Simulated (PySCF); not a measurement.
fluorine (F2), SMILES FF.

The structure is a stationary point at B3LYP-D3(BJ)/def2-TZVPD.

Two levels are set side by side: PBE/def2-TZVPD (PySCF) and r2SCAN/def2-TZVPD (PySCF). Same geometry, gas phase. Differences are taken from unrounded values.

| quantity | r2SCAN |
|---|---|
| orbital gap (eV) | 4.73 |
| highest occupied level (eV) | -9.93 |
| lowest empty level (eV) | -5.20 |
| mean polarisability (bohr³) | 8.4 |

Task: What does PBE give, and how far is it from r2SCAN? (The exact figures need the calculation; the answer reports its results.)

Result: 
```csv
quantity,PBE,PBE minus r2SCAN
orbital gap (eV),3.84,-0.89
highest occupied level (eV),-9.39,0.54
lowest empty level (eV),-5.55,-0.36
mean polarisability (bohr³),8.7,0.3
```

Rough cost on one machine, each run with all the roots and properties that it gave: r2SCAN against PBE about 4 times.
